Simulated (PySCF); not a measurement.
Isomers of C3H3F and their computed core-level spectra.

Computed with delta-SCF UKS SCAN, pcX-2 on the ionised atom, pcseg-1 elsewhere, spin-free X2C (PySCF 2.14.0). Geometries: PBE0-D3(BJ)/def2-SVP; isolated species, one conformer each.

Line lists (1s up to Mg, 2p3/2 beyond; areas count atoms within a level, one atom standing for each set equivalent by bonding):
1. C 1s: 291.51 (area 2), 293.49 (area 1) eV; F 1s: 692.03 eV
2. C 1s: 290.98 (area 1), 291.26 (area 1), 294.24 (area 1) eV; F 1s: 692.74 eV
3. C 1s: 291.06 (area 1), 291.56 (area 1), 293.43 (area 1) eV; F 1s: 693.86 eV

Structures:
A. `C#CCF`
B. `FC1=CC1`
C. `FC1C=C1`

Problem. Which list belongs to which compound?

Solution. 
- 1 = C: no other candidate has these counts of sites. C 1s: 291.51 alkene CH carbon (×2), 293.49 sp3 C–F carbon; F 1s: 692.03 alkyl fluorine.
- 2 = A: another candidate has the same counts of sites, so positions decide. C 1s: 290.98 terminal alkyne carbon, 291.26 alkyne carbon, 294.24 sp3 C–F carbon; F 1s: 692.74 alkyl fluorine.
- 3 = B: another candidate has the same counts of sites, so positions decide. C 1s: 291.06 alkene CH carbon, 291.56 allylic carbon, 293.43 vinylic C–F carbon; F 1s: 693.86 vinyl fluorine.

2 of these hole states are spin-contaminated (⟨S²⟩ up to 0.86, against 0.75; counted from 0.85) and less certain.
